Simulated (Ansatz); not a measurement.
System: zinc-blende BeSe. Method: B3LYP (VWN-RPA form) in Ansatz (plane waves, PAW).

Output (set-up and result lines):

```
WARN output.stress: scf.exx.energy_threshold = 1e-6 eV is looser than the 2e-8 eV advised for a stress under a hybrid functional (1e-8 eV for each atom of the …
Crystal: 2 atoms, lattice volume = 33.896 Å³
Basis set: ecut = 460 eV, 749 PW (Γ), exchange–correlation on 54×54×54 points (8 copies of the dense FFT grid, shifted against one another)
Bands: 13, of which v1, the nominal top of the filled ones, is band 9 counted from 1 (8 counted from 0)
Symmetry: 24 space group operations
Space group: F-43m (ITA 216), of the structure as read, at distance tolerance 3.2e-5 Å
k-points: 29 of 512 (time reversal used)
Functional: x = 0.1 slater + 0.9 b88, c = 0.19 vwn_rpa + 0.81 lyp, warm-up for x = 0.08 slater + 0.72 b88 + 0.2 exact, c = 0.19 vwn_rpa + 0.81 lyp
SCF iter   1: F=—  HF=-5572.608806 eV  |F-HF|=—  |Δ(HF+E_count)|=         —  Δρ=6.86e-3  dr2=1.79e-2
SCF iter   2: F=-5572.602045 eV  HF=-5572.602643 eV  |F-HF|=5.98e-4  |Δ(HF+E_count)|=   6.16e-3  Δρ=1.51e-3  dr2=7.79e-4
Crystal: 2 atoms, lattice volume = 33.896 Å³
Initial density: handed on by an earlier stage of this run
Functional: x = 0.08 slater + 0.72 b88 + 0.2 exact, c = 0.19 vwn_rpa + 0.81 lyp
  ...
Crystal: 2 atoms, lattice volume = 33.896 Å³
SCF iter   4: F=—  HF=-5574.550374 eV  |F-HF|=—  |Δ(HF+E_count)|=   2.33e-8  Δρ=1.33e-6  dr2=5.96e-10
SCF iter   5: F=-5574.550374 eV  HF=-5574.550374 eV  |F-HF|=1.82e-12  |Δ(HF+E_count)|=  5.91e-10  Δρ=7.58e-8  dr2=1.95e-11
SCF 3 converged in 5 iterations: F = -5574.550374 eV  dr2 = 1.95e-11
Free energy (F): -5574.550374 eV
Internal energy: -5574.550374 eV  (E = F + TS)
E sigma→0 (E₀):  -5574.550374 eV
Fermi energy:    8.508486 eV
--- Stress (GPa, compression-positive) ---
        2.989566      -0.000000      -0.000000
       -0.000000       2.989566       0.000000
       -0.000000       0.000000       2.989566
  P = ⅓ Tr σ = 2.9896 GPa (29.896 kbar)
```

Task: Write an input file that could have produced this run (the log leaves some choices open).

Result: Several could match; the one computed here: 
Ansatz 0.2 input:
```yaml
crystal:
  lattice:
    - [0.0, 2.5686600597, 2.5686600597]
    - [2.5686600597, 0.0, 2.5686600597]
    - [2.5686600597, 2.5686600597, 0.0]
  atoms:
    - { symbol: Be, position: [0.0, 0.0, 0.0] }
    - { symbol: Se, position: [0.25, 0.25, 0.25] }
basis:
  ecutwfc: 460
  ecutrho_ratio: 4
  xc_grid: 2
kpoints:
  mp_grid: { grid: [8, 8, 8] }
hamiltonian:
  xc: b3lyp
  dispersion: none
  pseudopotentials: { kind: paw }
scf:
  occupations: { method: fermi_dirac, width: 0.01 }
  convergence: { dr2_threshold: 0.0000000002 }
output:
  forces: true
  stress: true
  eigenvalues: true
```

The cell is one volume of an energy–volume scan, off the minimum.

The PAW data were made under PBE.

The result took very roughly 90 core-seconds.

Ansatz is an electronic-structure program.
